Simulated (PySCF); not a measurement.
# OH: from the state search to spectroscopic constants

The task here is to estimate one member of a computed series from the others.

Computed with PySCF 2.14.0. Level: H x2c-TZVPPall, O x2c-TZVPPall, spin-free X2C with a Gaussian nucleus.

The first run:

The job is set up so:

| Quantity | Value |
| --- | --- |
| atoms | H, O |
| charge | 0 |
| basis | H x2c-TZVPPall, O x2c-TZVPPall |
| Hamiltonian | spin-free X2C with a Gaussian nucleus |
| basis functions | 45 |
| electrons treated | 9 |
| masses in u | 1.0078, 15.9949 |
| levels | PBE0, PBE, r²SCAN, revPBE, BLYP, M06-2X, M06-L, ωB97X, HF, MP2, SCS-MP2, CCSD, CCSD(T) |
| grid | 80 radial by 434 angular points |
| occupations | held fixed by the projection of orbital angular momentum |
| dissociation limit | H + O, each in its ground configuration |
| starting distance in angstrom | 0.920 |
| values of 2S to try | 1, 3 |

Started as:

```bash
OMP_NUM_THREADS=1 python dia.py task.json out
```

Among the steps run: The job; The PBE0 curve of the state that the search chose; PBE (GGA); r²SCAN (meta-GGA); revPBE; BLYP; M06-2X (hybrid meta-GGA); M06-L (meta-GGA); ωB97X (range-separated hybrid); UHF (mean field); Correlated methods on the Hartree–Fock reference.

One of the session's tables, all rows but one given; the rest of the session is left out.

Energy (eV) from each level's lowest point:

```
R (Å)    UHF  UHF-MP2  UHF-SCS-MP2  UHF-CCSD  UHF-CCSD(T)
0.835  0.499    0.609        0.610       n/a          n/a
0.874  0.199    0.275        0.276     0.279        0.289
0.913  0.043    0.085        0.086     0.088        0.094
0.942  0.000    0.017        0.017     0.019        0.022
0.971  0.009    0.000        0.000     0.000        0.000
1.000  0.060    0.025        0.025     0.023        0.020
1.039  0.181    0.112        0.110     0.105        0.097
1.087      ?        ?            ?         ?            ?
1.146  0.715    0.558        0.552     0.530        0.509
1.224  1.201    1.013        1.005       n/a          n/a
```

**Question.** Estimate the row for R (Å) = 1.087.

Worked estimate for «UHF». A straight line through the neighbours (1.039, 0.181) and (1.146, 0.715) gives 0.181 + (0.715 − 0.181) × (1.087 − 1.039) / (1.146 − 1.039) = 0.421; a parabola fitted to 4 rows on both sides gives 0.400.

**Answer.** UHF: 0.395; UHF-MP2: 0.284; UHF-SCS-MP2: 0.280; UHF-CCSD: 0.270; UHF-CCSD(T): 0.256. In «UHF» the line misses by +0.026 and the parabola by +0.005.

To keep in mind: Lowest PBE0 solution found, without spin–orbit coupling: ²Π (doublet), unpaired electrons π ↑. Warnings in the runs' records: inverted.
